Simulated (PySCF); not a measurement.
Gas-phase reaction: 5 SiH2 + SiO2 ⇌ 6 SiH + 2 H2O

Method: PySCF energies plus ideal-gas RRHO corrections (1 bar). Table values come from the NASA 1993 polynomials. After a fit of one offset per element over all species, the range-separated, M06-2X, PBE0/def2-QZVP and CCSD(T)/def2-TZVPP enthalpies, where run, lie to one side of the table for SiO2 (+35 kJ/mol): a fault of the table's entry, another state or a shared error of the levels is possible; this was not checked at source. † marks an energy on the PBE0/def2-TZVP geometry and frequencies. MP2 and CCSD(T) freeze the core. Open shells (unrestricted): SiH (multiplicity 2, electronic degeneracy 4); the rest are closed-shell singlets. Spin-orbit splitting is ignored; it lowers the true energy and changes the entropy of SiH. For this reaction the table lies outside the span of B3LYP, CCSD(T), M06-2X, MP2, PBE0, r2SCAN, ωB97M-V, ωB97X-V in their largest bases here; which side is off was not settled. MP2 isn't extrapolated to the basis-set limit; its ΔH°(298 K) is 638.1 kJ in def2-SVP and 707.2 kJ in def2-TZVPP. CCSD(T) isn't extrapolated to the basis-set limit; its ΔH°(298 K) is 603.3 kJ in def2-SVP and 652.7 kJ in def2-TZVPP. The harmonic model lacks anharmonicity and excited electronic states, which grow with temperature; levels with a mode under 35 cm⁻¹ are left out. The table's entry may be an old estimate for SiH2, SiO2, SiH (not checked at source). Warning, large T1 diagnostic: SiH, SiO2 (CCSD(T)/def2-TZVPP†).

| level | ΔH°(298 K), kJ | minus table | ΔG°(2500 K), kJ |
|---|---|---|---|
| table | 855.0 | - | 186.7 |
| BLYP/def2-TZVP† | 690.5 | -164.5 | -42.3 |
| CCSD(T)/def2-TZVPP† | 652.7 | -202.3 | -80.1 |
| MP2/def2-TZVPP† | 707.2 | -147.8 | -25.5 |
| LDA/def2-TZVP† | 784.5 | -70.5 | 51.8 |
| ωB97X-V/def2-TZVP† | 703.4 | -151.6 | -29.4 |
